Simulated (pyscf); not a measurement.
Thermochemistry of product channels of H₃C–Zn–OH + H atom (H•) on the doublet surface, in kcal/mol, from ωB97M-D3(BJ)/def2-TZVP energies (ideal gas, 1 atm, RRHO with modes under 100 cm⁻¹ raised to 100, one conformer, R ln 2 for chiral ones without a mode under 150 cm⁻¹). Structures and frequencies: ωB97X-D3(BJ)/def2-SVP in PySCF.

| products | ΔE | ΔH(298 K) | ΔG(600 K) | ΔG(900 K) |
|---|---|---|---|---|
| [H₃C–O–Zn]• + hydrogen (H₂) | -4.1 | -2.6 | -3.3 | -3.0 |
| •H₂C–Zn–OH + hydrogen (H₂) | -0.4 | -1.9 | -4.9 | -6.5 |
| H₃C–Zn–O• + hydrogen (H₂) | +12.4 | +11.9 | +12.5 | +13.0 |
| methane (CH₄) + [HO–Zn]• | -35.2 | -30.6 | -32.5 | -32.2 |

These are energies of the channels, which say nothing of barriers. Elements up to Kr have no core potential and no relativistic terms here.
